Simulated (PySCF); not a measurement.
C₅H₁₀S.
Atom-mapped SMILES: `[CH3:1][CH:2]([CH3:3])[C@H:4]1[CH2:5][S:6]1` (hydrogens: H7, H8, H9 on C1; H10 on C2; H11, H12, H13 on C3; H14 on C4; H15, H16 on C5)

Structure optimised with GFN2-xTB, isolated species.

Task: Give the optimised bond lengths and angles.

Result: 
```json
{"bond": "C1–C2", "length (Å)": "1.529", "order": "single"}
{"bond": "C2–C3", "length (Å)": "1.527", "order": "single"}
{"bond": "C2–C4", "length (Å)": "1.511", "order": "single"}
{"bond": "C4–C5", "length (Å)": "1.481", "order": "single"}
{"bond": "C5–S6", "length (Å)": "1.801", "order": "single"}
{"bond": "C4–S6", "length (Å)": "1.808", "order": "single"}
{"bond": "C1–H7, C1–H8, C1–H9", "length (Å)": "1.087", "order": "single"}
{"bond": "C2–H10", "length (Å)": "1.095", "order": "single"}
{"bond": "C3–H11, C3–H12, C3–H13", "length (Å)": "1.088", "order": "single"}
{"bond": "C4–H14", "length (Å)": "1.086", "order": "single"}
{"bond": "C5–H15", "length (Å)": "1.082", "order": "single"}
{"bond": "C5–H16", "length (Å)": "1.082", "order": "single"}
```

Bonds in one row agree within 0.01 Å and their mean is given. Orders are formal, as drawn. A selection of angles:
```json
{"angle": "C2–C1–H7", "degrees": "110.1"}
{"angle": "C2–C1–H8", "degrees": "110.7"}
{"angle": "H7–C1–H8", "degrees": "108.6"}
{"angle": "H7–C1–H9", "degrees": "108.5"}
{"angle": "C1–C2–C3", "degrees": "111.2"}
{"angle": "C1–C2–C4", "degrees": "109.3"}
{"angle": "C1–C2–H10", "degrees": "109.0"}
{"angle": "C3–C2–C4", "degrees": "110.4"}
{"angle": "C3–C2–H10", "degrees": "108.7"}
{"angle": "C4–C2–H10", "degrees": "108.2"}
{"angle": "C2–C3–H11", "degrees": "110.2"}
{"angle": "C2–C3–H12", "degrees": "110.6"}
{"angle": "H11–C3–H12", "degrees": "108.5"}
{"angle": "C2–C4–C5", "degrees": "120.5"}
{"angle": "C2–C4–S6", "degrees": "117.8"}
{"angle": "C2–C4–H14", "degrees": "114.3"}
{"angle": "C5–C4–S6", "degrees": "65.5"}
{"angle": "C5–C4–H14", "degrees": "116.8"}
{"angle": "S6–C4–H14", "degrees": "113.0"}
{"angle": "C4–C5–S6", "degrees": "66.0"}
{"angle": "C4–C5–H15", "degrees": "118.3"}
{"angle": "C4–C5–H16", "degrees": "119.3"}
{"angle": "S6–C5–H15", "degrees": "114.6"}
{"angle": "S6–C5–H16", "degrees": "115.1"}
{"angle": "H15–C5–H16", "degrees": "114.5"}
{"angle": "C4–S6–C5", "degrees": "48.5"}
```

Dihedral angles: C1–C2–C4–C5 83° (synclinal); C2–C4–C5–S6 109° (anticlinal); C2–C4–S6–C5 -113° (anticlinal).

The 4 C–C bonds span 1.481 Å (C4–C5, drawn single) to 1.529 Å (C1–C2, drawn single), a spread of 0.048 Å. Of the pairs four or more bonds apart, S6···H11 is among the closest relative to their van der Waals radii: 3.08 Å, 103 % of the sum of Bondi's values. The 3-membered ring C4–C5–S6 has internal angles of 48.5° to 66.0°.

Point group: C1 (no symmetry element, even within 0.4 Å). GFN2-xTB frequencies: not computed here. The numbers are those of one conformer.
